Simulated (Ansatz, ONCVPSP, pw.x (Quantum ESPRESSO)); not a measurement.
# pw.x on bcc Ru: one setting changed

Potential: optimised norm-conserving Vanderbilt (ONCV), ONCVPSP 4.0.1.1 (patched build), PBEsol; core [Ar] 3d10, reference 4s2 4p6 4d7 5s1; waves: 4s+5s: rc 1.45 bohr, ncon 4, nbas 7, qcut 7.6 1/bohr, 2 projectors; 4p: rc 1.75 bohr, ncon 4, nbas 9, qcut 6.8 1/bohr, 2 projectors, debl 0.5 Ha; 4d: rc 2.00 bohr, ncon 5, nbas 10, qcut 8 1/bohr, 2 projectors, debl 3.7 Ha; local part: polynomial inside 1.40 bohr (lpopt 5, dvloc0 0 Ha); core correction: Teter function fitted to the true core (icmod 2), fcfact 0.75. In the p channel the program set the typed energies aside and used -1.704, 0.250 Ha.

The reference run (k-mesh 15³, cutoffs 65/260 Ry, Fermi–Dirac 0.01 Ry, mixing_beta 0.4, conv_thr 1e-9, no spin) gives 1.17 GPa at 13.768 Å³/atom, where all-electron LAPW gives 0.38 GPa. This run, with its own iteration cap, changes k-mesh shift to 1.

```
&control
  calculation='scf', prefix='x', pseudo_dir='./', outdir='./tmp', tstress=.true., disk_io='none'
/
&system
  ibrav=0, nat=1, ntyp=1, ecutwfc=65, ecutrho=260, nbnd=16,
  occupations='smearing', smearing='fd', degauss=0.01
/
&electrons
  conv_thr=1e-09, mixing_beta=0.4, electron_maxstep=50
/
ATOMIC_SPECIES
Ru 1.0 Ru.UPF
CELL_PARAMETERS angstrom
  -1.50986096 1.50986096 1.50986096
  1.50986096 -1.50986096 1.50986096
  1.50986096 1.50986096 -1.50986096
ATOMIC_POSITIONS crystal
Ru 0.0000 0.0000 0.0000
K_POINTS automatic
15 15 15 1 1 1
```

```bash
pw.x < Ru.scf.in > Ru.scf.out
```

Problem. How does the run end?

Solution. It converges in 7 iterations; the free energy moves by +3.1 meV/atom and the pressure by +0.15 GPa.

```
Message from routine setup:
     using ibrav=0 with symmetry is DISCOURAGED, use correct ibrav instead
     lattice parameter (alat)  =       4.9419  a.u.
     unit-cell volume          =      92.9111 (a.u.)^3
     number of electrons       =        16.00
     number of Kohn-Sham states=           16
     kinetic-energy cutoff     =      65.0000  Ry
     charge density cutoff     =     260.0000  Ry
     scf convergence threshold =      1.0E-09
     Exchange-correlation= PBESOL
     number of k points=   120  Fermi-Dirac smearing, width (Ry)=  0.0100
     iteration #  1     ecut=    65.00 Ry     beta= 0.40
     total energy              =    -222.88928912 Ry
     estimated scf accuracy    <       0.12871257 Ry
     iteration #  2     ecut=    65.00 Ry     beta= 0.40
     total energy              =    -222.90686245 Ry
     estimated scf accuracy    <       0.00407043 Ry
     iteration #  3     ecut=    65.00 Ry     beta= 0.40
     total energy              =    -222.90696093 Ry
     estimated scf accuracy    <       0.00076967 Ry
     iteration #  4     ecut=    65.00 Ry     beta= 0.40
     total energy              =    -222.90701141 Ry
     estimated scf accuracy    <       0.00001933 Ry
     iteration #  5     ecut=    65.00 Ry     beta= 0.40
     total energy              =    -222.90701340 Ry
     estimated scf accuracy    <       0.00000100 Ry
     iteration #  6     ecut=    65.00 Ry     beta= 0.40
     total energy              =    -222.90701358 Ry
     estimated scf accuracy    <       0.00000004 Ry
     iteration #  7     ecut=    65.00 Ry     beta= 0.40
     the Fermi energy is    23.2666 ev
!    total energy              =    -222.90701358 Ry
     estimated scf accuracy    <          6.7E-10 Ry
     smearing contrib. (-TS)   =      -0.00855807 Ry
     The total energy is F=E-TS. E is the sum of the following terms:
     one-electron contribution =     -33.64420454 Ry
     hartree contribution      =      29.03775887 Ry
     xc contribution           =     -55.03040457 Ry
     ewald contribution        =    -163.26160526 Ry
     convergence has been achieved in   7 iterations
          total   stress  (Ry/bohr**3)                   (kbar)     P=       13.23
     Message from routine punch:
     Nothing written, as per user request (disk_io='none')
```

The run took about 14 s on one core of a shared host (Neoverse-V1, 32 threads, 126 GiB, load 15).
